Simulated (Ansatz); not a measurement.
# BC+ (triplet): relaxing a cheap start

Where does this start of BC+ (triplet) end when it is relaxed?

Computed with Ansatz 0.2.0, Gaussian basis. Level: UKS PBE0/def2-TZVP.

## Step 1: Starting geometry

2 atoms, charge 1, spin multiplicity 3.

Atoms are counted from 1 here; the program's logs count them from 0.

Bond lengths: B1–C2 1.488 Å.

The start is set by covalent radii. Sticks and bond lists go by distance. 

## Step 2: The run

in.yaml reads:

```yaml
crystal:
  periodic: [false, false, false]
  atoms:
    - {symbol: B, position_ang: [0.000000, 0.000000, 0.000000]}
    - {symbol: C, position_ang: [0.000000, 0.000000, 1.488000]}
basis:
  gaussian: {orbitals: def2-TZVP}
total_charge: 1
magnetization: {spin_polarized: true, initial_magnetization: 2}
hamiltonian: {xc: pbe0}
relax: {f_tol: 0.004, max_steps: 80}
```

Launch:

```sh
$ ansatz run in.yaml --threads 1 --pin off --events-out ev --progress --plain --max-ram 2176MiB
```

Q: Predict the outcome of this session. Wanted: energy gained; shift from the start; total energy; ⟨S²⟩.

As calculated:

| quantity | value |
| --- | --- |
| steps | 4 |
| energy gained | 0.005 eV |
| shift from the start (rms) | 0.009 Å |
| total energy | -1692.8596 eV |
| ⟨S²⟩ | 2.783 |

In words: The bonds of the start are those of the end. B1–C2 went from 1.488 to 1.471 Å. The determinant is spin-contaminated (excess 0.78). No vibrations were run, so this is a stationary point, not a proven minimum, and this spin need not be the ground state's.
